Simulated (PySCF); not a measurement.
Process, species as SMILES: ClCl (Cl2) + [H][H] (H2) → 2 Cl (HCl)
B3LYP-D3(BJ)/def2-TZVP geometries, fixed; electronic energies without zero-point terms.
Largest species:
```
Cl
Cl 1 2.0135
```

Effect of the auxiliary basis of density fitting at HF/def2-TZVP with PySCF, against the last row, where the energy of full hydrogenation is -50.88 kcal/mol.

```tsv
setting	fitting functions, largest species	largest shift of a total energy (mEh)	shift of the energy of full hydrogenation (kcal/mol)
density fitting: autoaux	466	0.045	-0.028
density fitting: def2-universal-jkfit	256	0.116	-0.041
density fitting: cc-pvtz-jkfit	242	0.118	-0.043
density fitting: cc-pvqz-jkfit	296	0.043	-0.006
density fitting: none	-	0.000	0.000
```

Within 0.02 kcal/mol in the energy of full hydrogenation: density fitting: cc-pvqz-jkfit. The largest shift is 0.118 mEh in a total energy and 0.043 kcal/mol in the difference.
